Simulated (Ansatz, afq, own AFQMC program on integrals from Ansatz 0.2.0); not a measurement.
# BH2O, doublet in cc-pVDZ, levels against CCSDT(Q)

```yaml
atoms:
  - { symbol: B, position_ang: [0.0000, 0.0000, 0.8464] }
  - { symbol: O, position_ang: [0.0000, 0.0000, -0.7546] }
  - { symbol: H, position_ang: [0.0000, 1.0503, 1.4496] }
  - { symbol: H, position_ang: [0.0000, -1.0503, 1.4496] }
```

Connectivity, by distances: BH2–O.

Basis cc-pVDZ. Only valence electrons are correlated. Ansatz 0.2.0 and our own AFQMC program on the same integrals; the CISD trial comes from CCSD amplitudes, and released means the phaseless constraint is let go. ± is one standard error of the sampling.

Determinant: UHF, the one that the program's search chose, which needn't be the lowest solution. The geometry is a point of a scan.

No full CI on the walks' own integrals is used here; CCSDT(Q) serves as the reference and is uncertain by about the last step of the cluster series.

* T1 diagnostic: 0.0292
* weight of the determinant in the CISD state: 0.890
* ⟨S²⟩ of the determinant: 0.762
* size of the correlated space: 11 electrons in 36 orbitals

```csv
level,correlation energy (eV)
MP2,-6.2565
CCSD,-7.0965
CCSD(T),-7.2777
```

Q: Estimate where phaseless AFQMC with a CISD trial lies against CCSD(T) on the same integrals.

A: 0.5 ± 1.2 kJ/mol below CCSD(T). The gap is under twice the noise, so this walk alone can't tell the two apart.

Reference: CCSDT(Q), correlation energy -7.330 eV. The released energy is read at 2.40 1/Eh (meV from the phaseless value at times in 1/Eh: -16 ± 14 at 0.24, -34 ± 13 at 0.51, -14 ± 13 at 0.99, -40 ± 16 at 1.62, -43 ± 19 at 2.40).

```
         level  E − E(reference) (kJ/mol)  share of correlation (%)
       CCSD(T)                        5.0                     99.29
         CCSDT                        1.7                     99.76
   ph-AFQMC/HF                -12.2 ± 6.8                    101.73
 ph-AFQMC/CISD                  4.5 ± 1.2                     99.37
released AFQMC                  0.3 ± 1.9                     99.95
```

A walk keeps the symmetry of its determinant, which the program's search chose and which needn't be the lowest solution, so a lower state of the same spin and another symmetry isn't excluded. Released energies are given only where the last usable release times agree within the noise; a slower fall can still hide under it.
